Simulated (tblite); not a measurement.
C4H11OP.
Cartesian coordinates in Å at the GFN2-xTB level; atoms count from 1:
```xyz
17
C4H11OP angstrom
C     -2.1542    0.6618    0.1794
C     -1.5302   -0.7198    0.0567
C     -0.0772   -0.7135    0.5116
P      0.9168    0.3840   -0.5704
C      2.6619    0.0622   -0.1344
O      0.6290    0.2514   -2.0000
H     -2.0953    1.0261    1.2039
H     -3.1996    0.6377   -0.1197
H     -1.6266    1.3578   -0.4726
H     -2.0986   -1.4445    0.6455
H     -1.5594   -1.0318   -0.9897
H      0.3546   -1.7150    0.4119
H      0.0161   -0.3976    1.5513
H      0.7198    1.6703   -0.0659
H      2.8518    0.2004    0.9255
H      3.2821    0.7423   -0.7160
H      2.9021   -0.9596   -0.4269
```

Method: GFN2-xTB as coded in tblite; computed harmonic values from a numerical Hessian at the method's own geometry, unscaled. Errors from tens to a few hundred cm⁻¹ against measured bands are possible. Modes of hydrogen on phosphorus can be 10 to 20 % off. One conformer, not necessarily the lowest.

Harmonic wavenumbers (cm⁻¹): 79.1, 110.3, 159.5, 172.1, 232.0, 266.7, 327.3, 347.2, 426.7, 674.2, 691.9, 754.8, 816.5, 838.3, 842.9, 929.0, 942.4, 974.0, 1023.0, 1053.2, 1118.3, 1186.8, 1232.3, 1270.0, 1282.4, 1317.2, 1341.1, 1409.4, 1420.7, 1426.0, 1436.8, 1479.2, 1493.4, 1498.7, 2275.5, 2926.8, 2960.8, 2973.0, 2985.3, 2996.6, 3007.2, 3011.1, 3020.5, 3037.6, 3038.9.

A = 5190, B = 1763, C = 1557 MHz; mass 106.055 u (most abundant isotopes); point group C1, symmetry number 1.

**Question.** What is the zero-point energy?

**Answer.** Half the sum of the wavenumbers: 31403 cm⁻¹ = 375.67 kJ/mol.

**Question.** Give the ideal-gas entropy at 400 K and 1 bar in the rigid-rotor, harmonic-oscillator model (classical rotation).

**Answer.** Translation 173.13, rotation 118.78, vibration 123.37: S = 415.3 J/(mol K).

**Question.** And Cp and H(400 K) − H(0)?

**Answer.** Cp = 169.00 J/(mol K), of which vibrations give 135.74 (their classical limit is 45 R = 374.2); H(400 K) − H(0) = 40.08 kJ/mol without the zero-point energy, 26.78 from vibrations.

**Question.** Which modes carry the vibrational entropy at 400 K?

**Answer.** 79.1 cm⁻¹: 18.79; 110.3 cm⁻¹: 16.06; 159.5 cm⁻¹: 13.05; 172.1 cm⁻¹: 12.43; 232.0 cm⁻¹: 10.06; 266.7 cm⁻¹: 8.97 J/(mol K); the other 39 give 44.02 together.

**Question.** How do the functions run with temperature in this model?

**Answer.** 
```
 T (K)  S (J/(mol K))  Cp (J/(mol K))  H − H(0) (kJ/mol)  G − H(0) (kJ/mol)  ln q(vib)
    50          228.3            46.6               1.87              -9.55       0.17
   100          267.5            68.3               4.76             -21.99       0.89
298.15          371.1           133.4              24.66             -85.97       4.75
373.15          403.9           159.9              35.66            -115.04       6.25
   500          456.4           200.2              58.58            -169.64       8.80
   750          549.5           258.8             116.46            -295.67      13.79
  1000          629.7           298.2             186.39            -443.32      18.54
```

q(vib) and H(0) count from the zero-point level.

**Question.** What must be added to the electronic energy to get the Gibbs energy at 400 K and 1 bar?

**Answer.** ZPE + [H(400 K) − H(0)] − T·S = 375.67 + 40.08 − 166.12 = 249.63 kJ/mol.

Hindered rotation and anharmonicity are outside this model. Other conformers, if any are populated, would add a mixing term that is left out. The structure is chiral; the term R ln 2 for an equal mix with its mirror image is left out.
